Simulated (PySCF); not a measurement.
Compound: acetamide, C₂H₅NO.
Geometry (PBE0-D3(BJ)/def2-SVP, Å), atoms numbered from 1 in this order:
```xyz
9
C2H5NO angstrom
C     -1.0868    0.0139    0.0346
C      0.2936    0.4804   -0.3756
N      1.3168   -0.2958    0.0793
O      0.4830    1.4700   -1.0497
H     -1.2100    0.0884    1.1265
H     -1.2558   -1.0356   -0.2515
H     -1.8320    0.6510   -0.4544
H      2.2620   -0.0212   -0.1527
H      1.1690   -1.1138    0.6506
```

The calculation used EOM-IP-CCSD/aug-cc-pVDZ in PySCF, restricted Hartree–Fock reference, 4 core orbitals frozen, non-relativistic, gas phase, PBE0-D3(BJ)/def2-SVP geometry.

Hartree–Fock orbital energies give these Koopmans values (eV): HOMO 11.29, HOMO-1 11.56, HOMO-2 14.29, HOMO-3 15.18, HOMO-4 16.01, HOMO-5 16.73, HOMO-6 18.13, HOMO-7 19.71.

Problem. What vertical ionisation energies does EOM-IP-CCSD give?

Solution. 
```
leading hole (HF orbital)  Koopmans (eV)  EOM-IP-CCSD (eV)  change (eV)  one-hole share
                   HOMO-1          11.56              9.75        -1.81            0.94
                     HOMO          11.29             10.19        -1.10            0.94
                   HOMO-2          14.29             13.19        -1.10            0.93
                   HOMO-3          15.18             14.22        -0.96            0.95
                   HOMO-4          16.01             14.25        -1.76            0.95
                   HOMO-5          16.73             15.63        -1.10            0.94
                   HOMO-6          18.13             16.23        -1.90            0.94
                   HOMO-7          19.71             18.33        -1.38            0.95
```

Problem. Does the order of the lines follow the orbital energies?

Solution. No: the HOMO-1 hole (9.75 eV) falls below the HOMO hole (10.19 eV). The corrections run from -1.90 to -0.96 eV, with a mean of -1.39 eV over the 8 lines; no line lies above its Koopmans value.

Problem. At what kinetic energies would He II light (40.81 eV) eject these electrons?

Solution. 31.06 eV (HOMO-1), 30.62 eV (HOMO), 27.62 eV (HOMO-2), 26.59 eV (HOMO-3), 26.56 eV (HOMO-4), 25.18 eV (HOMO-5), 24.58 eV (HOMO-6), 22.48 eV (HOMO-7).

Problem. What total energy has the lowest final state, and which wavelength reaches it?

Solution. E(CCSD) + ionisation energy = -208.69807 + 0.35834 = -208.33973 Eh, at the geometry of the initial state. The threshold wavelength is 1239.84 eV nm/9.75 eV = 127.2 nm.

Lines less than 0.15 eV apart could change places at a higher level. One root was sought for each valence orbital with −ε under 21 eV, eight at most, so deeper holes and satellites are missing; no vibrational structure.

The run took 2.5 min on Intel Xeon Platinum 8259CL at 2.50 GHz, one thread, no GPU, shared host with 96 logical CPUs at a one-minute load of 52, and the process peaked at 2.4 GiB of memory.

One conformer stands for the species.
